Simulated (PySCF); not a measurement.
# [NH4]+ (ammonium) at M06-2X/def2-TZVPP

Aim: the vertical singlet–triplet gap of [NH4]+ (ammonium) at M06-2X/def2-TZVPP, from 2 runs. The job is set up through a Python script.

Program for the calculation: PySCF 2.14.0.

3 further runs of the same task are left out: 1 that didn't finish, 2 set aside as unsound or not needed.

### 1 The structure to begin with

[NH4]+ has 5 atoms, charge +1, and is taken as a singlet. As SMILES, `[NH4+]`. The shape is that of a PBE0-D4/def2-TZVP optimisation.

Bond lengths: N1–H2 1.024 Å, N1–H3 1.024 Å, N1–H4 1.024 Å, N1–H5 1.024 Å. Angles: H2–N1–H3 109.5°, H2–N1–H4 109.5°, H2–N1–H5 109.5°, H3–N1–H4 109.5°, H3–N1–H5 109.5°, H4–N1–H5 109.5°.

### 2 A single-point energy at M06-2X/def2-TZVPP

Input file job.py:

```python
from pyscf import gto, dft

mol = gto.M(
    atom=[
    ('N', (0.000010, 0.000010, -0.000000)),
    ('H', (0.453330, -0.447860, 0.801010)),
    ('H', (-0.972430, 0.216180, 0.235210)),
    ('H', (0.023940, -0.633460, -0.803650)),
    ('H', (0.495160, 0.865130, -0.232580)),
],
    spin=0,
    verbose=3,
    basis='def2-tzvpp',
    charge=1,
    max_memory=1860,
)

mf = dft.RKS(mol, xc='m06-2x')
mf.conv_tol = 1e-10
mf.grids.level = 5
mf.kernel()
if not mf.converged:
    mf = mf.newton().run(mf.mo_coeff, mf.mo_occ)

energy = mf.e_tot
print('E(%s) = %.9f' % ('M06-2X', energy))
```

Started as:

```sh
$ OMP_NUM_THREADS=1 python job.py
```

Standard output:

```text
converged SCF energy = -56.8878707354629
E(M06-2X) = -56.887870735
```

It took 20 s on 1 thread of Arm Neoverse N1, shared host; peak memory 0.45 GiB.

### 3 The triplet

Input file input.py:

```python
from pyscf import gto, dft

system = gto.Mole()
system.atom = [
    ('N', (0.000010, 0.000010, -0.000000)),
    ('H', (0.453330, -0.447860, 0.801010)),
    ('H', (-0.972430, 0.216180, 0.235210)),
    ('H', (0.023940, -0.633460, -0.803650)),
    ('H', (0.495160, 0.865130, -0.232580)),
]
system.spin = 2
system.charge = 1
system.basis = 'def2-tzvpp'
system.verbose = 4
system.max_memory = 1860
system.build()

ks = dft.UKS(system, xc='m06-2x')
ks.conv_tol = 1e-10
ks.grids.level = 5
ks.kernel()
if not ks.converged:
    ks = ks.newton().run(ks.mo_coeff, ks.mo_occ)

e_final = ks.e_tot
print('E = %.10f Eh' % e_final)
```

Started as:

```sh
$ OMP_NUM_THREADS=1 python input.py
```

Standard output:

```text
PySCF version 2.14.0

[INPUT] num. atoms = 5
[INPUT] num. electrons = 10
[INPUT] charge = 1
[INPUT] spin (= nelec alpha-beta = 2S) = 2
[INPUT] symmetry False subgroup None
[INPUT] Mole.unit = angstrom
[INPUT] Symbol           X                Y                Z      unit          X                Y                Z       unit  Magmom
[INPUT]  1 N      0.000010000000   0.000010000000   0.000000000000 AA    0.000018897261   0.000018897261   0.000000000000 Bohr   0.0
[INPUT]  2 H      0.453330000000  -0.447860000000   0.801010000000 AA    0.856669544049  -0.846332742148   1.513689523038 Bohr   0.0
[INPUT]  3 H     -0.972430000000   0.216180000000   0.235210000000 AA   -1.837626375311   0.408520993608   0.444482481759 Bohr   0.0
[INPUT]  4 H      0.023940000000  -0.633460000000  -0.803650000000 AA    0.045240043422  -1.197065910867  -1.518678400007 Bohr   0.0
[INPUT]  5 H      0.495160000000   0.865130000000  -0.232580000000 AA    0.935716787840   1.634858762145  -0.439512502051 Bohr   0.0

nuclear repulsion = 16.375270085821
number of shells = 35
number of NR pGTOs = 110
number of NR cGTOs = 87
basis = def2-tzvpp
ecp = {}

******** <class 'pyscf.dft.uks.UKS'> ********
method = UKS
initial guess = minao
damping factor = 0
level_shift factor = 0
DIIS = <class 'pyscf.scf.diis.CDIIS'>
diis_start_cycle = 1
diis_space = 8
diis_damp = 0
SCF conv_tol = 1e-10
SCF conv_tol_grad = None
SCF max_cycles = 50
direct_scf = True
direct_scf_tol = 1e-13
number electrons alpha = 6  beta = 4
XC library pyscf.dft.libxc version 7.0.0
    S. Lehtola, C. Steigemann, M. J.T. Oliveira, and M. A.L. Marques.,  SoftwareX 7, 1–5 (2018)
XC functionals = m06-2x
    Y. Zhao and D. G. Truhlar.,  Theor. Chem. Acc. 120, 215 (2008)
    Y. Zhao and D. G. Truhlar.,  Theor. Chem. Acc. 120, 215 (2008)
radial grids:
    Treutler-Ahlrichs [JCP 102, 346 (1995); DOI:10.1063/1.469408] (M4) radial grids

[... 13 lines left out ...]
[... the frontier-level lines of each cycle are left out ...]
[... 11 lines left out ...]
[... 11 lines left out ...]
[... 11 lines left out ...]
[... 11 lines left out ...]
[... 11 lines left out ...]
[... 11 lines left out ...]
[... 11 lines left out ...]
[... 11 lines left out ...]
[... 11 lines left out ...]
[... 11 lines left out ...]
[... 11 lines left out ...]
[... 11 lines left out ...]
[... 11 lines left out ...]
[... 5 lines left out ...]

cycle= 28 E= -56.3437740457286  delta_E= -5.12e-07  |g|= 8.56e-05  |ddm|= 0.0141


cycle= 29 E= -56.3437740852971  delta_E= -3.96e-08  |g|= 4.16e-05  |ddm|= 0.00194


cycle= 30 E= -56.3437741065382  delta_E= -2.12e-08  |g|= 2.26e-05  |ddm|= 0.00106


cycle= 31 E= -56.3437741165215  delta_E= -9.98e-09  |g|= 1.64e-05  |ddm|= 0.000255


cycle= 32 E= -56.3437741225042  delta_E= -5.98e-09  |g|= 1.27e-05  |ddm|= 0.000242


cycle= 33 E= -56.3437741281832  delta_E= -5.68e-09  |g|= 3.79e-06  |ddm|= 0.000714


cycle= 34 E= -56.3437741284265  delta_E= -2.43e-10  |g|= 1.33e-06  |ddm|= 9.51e-05


cycle= 35 E= -56.3437741284393  delta_E= -1.27e-11  |g|= 4.4e-07  |ddm|= 6.75e-05


Extra cycle  E= -56.3437741284394  delta_E= -1.99e-13  |g|= 2.47e-07  |ddm|= 1.39e-06
converged SCF energy = -56.3437741284394  <S^2> = 2.0030054  2S+1 = 3.0020029
E = -56.3437741284 Eh
```

Run time: 2.4 min. Hardware: 1 thread of Arm Neoverse N1, shared host; peak memory 0.48 GiB.

### 4 Outcome

Level: M06-2X/def2-TZVPP.

| quantity | value |
| --- | --- |
| singlet: total energy | -56.88787 Eh |
| singlet: HOMO energy | -24.37 eV |
| singlet: LUMO energy | -5.32 eV |
| singlet: HOMO–LUMO gap | 19.05 eV |
| triplet: total energy | -56.34377 Eh |
| triplet: HOMO energy (highest over α and β) | -10.70 eV |
| triplet: ⟨S²⟩ | 2.003 |
| vertical energy of the triplet above the singlet | 14.806 eV |

At this shape the triplet lies 14.81 eV (341 kcal/mol) above the singlet. Mulliken charges (triplet) run from +0.07 on H2 to +0.39 on N1.
